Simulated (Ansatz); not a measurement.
Correlation energies of `B[SiH2]B` by basis set

Cartesian coordinates in Å:
```
B -0.3889 1.4288 -0.6277
Si -0.1736 0.0589 0.8253
B 0.5655 -1.4896 -0.2187
H 0.5122 2.1569 -0.9216
H -1.3984 1.4956 -1.2639
H -1.4788 -0.2788 1.4613
H 0.7817 0.5183 1.8735
H 1.7421 -1.6041 -0.3948
H -0.1618 -2.2860 -0.7336
```

The species carries charge 0 and has multiplicity 1. All single points use the PBE0-D4/def2-TZVP geometry. Frozen core, restricted reference, Ansatz. CBS rows extrapolate triple and quadruple zeta; past MP2 they add the triple-zeta difference.

| basis | HF (Eh) | MP2 corr. |
| --- | --- | --- |
| def2-SVP | -341.58626 | -0.26548 |
| def2-TZVPP | -341.74522 | -0.32684 |
| def2-QZVPP | -341.75666 | -0.34847 |

**Question.** Estimate the CCSD correlation energy and the (T) correction in each basis where they were run (hartree).

**Answer.** 
```csv
basis,CCSD corr.,(T)
def2-SVP,-0.32349,-0.00821
def2-TZVPP,-0.38280,-0.01250
CBS(def2),-0.42045,as TZ
```
